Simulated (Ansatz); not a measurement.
Relaxation of CH8BN (11 atoms, charge 0, multiplicity 1), to a largest force component of 0.03 eV/Å in at most 50 steps.

Theory: RKS r2SCAN/6-31G* in Ansatz.

```xyz
11
Properties=species:S:1:pos:R:3
B 0.096 -0.574 -0.249
C -0.152 0.065 2.477
H -0.806 0.146 3.352
H 0.890 0.008 2.807
H -0.281 0.955 1.854
H 1.221 -0.194 -0.101
H -0.802 0.135 -0.603
N -0.188 -1.999 -0.047
H -1.103 -2.402 -0.188
H 0.521 -2.667 0.224
H -0.398 -0.838 1.896
```

Problem. Where does it end, and by what steps?

Solution. The forces met the threshold. After 6 steps the energy has fallen by 0.291 eV; H11 moved furthest, 0.55 Å.

```csv
step,energy less start (eV),largest force component (eV/Å),accepted
0,0.0000,2.483,yes
1,-0.2152,0.993,yes
2,-0.2728,0.428,yes
3,-0.2785,0.299,yes
4,-0.2904,0.102,yes
5,-0.2910,0.039,yes
6,-0.2913,0.016,yes
```

```xyz
11
Properties=species:S:1:pos:R:3
B 0.125 -0.743 -0.543
C -0.189 0.222 2.832
H -0.745 0.446 3.746
H 0.879 0.156 3.059
H -0.354 1.017 2.099
H 1.246 -0.351 -0.371
H -0.769 -0.012 -0.870
N -0.149 -2.097 -0.363
H -1.067 -2.501 -0.492
H 0.551 -2.774 -0.089
H -0.531 -0.728 2.414
```

Whether the end is a true minimum wasn't checked by a vibrational analysis.

The run took 10 s on 1 thread of Intel(R) Xeon(R) 6975P-C (Granite Rapids), with other jobs on the host, peak memory 0.15 GiB.
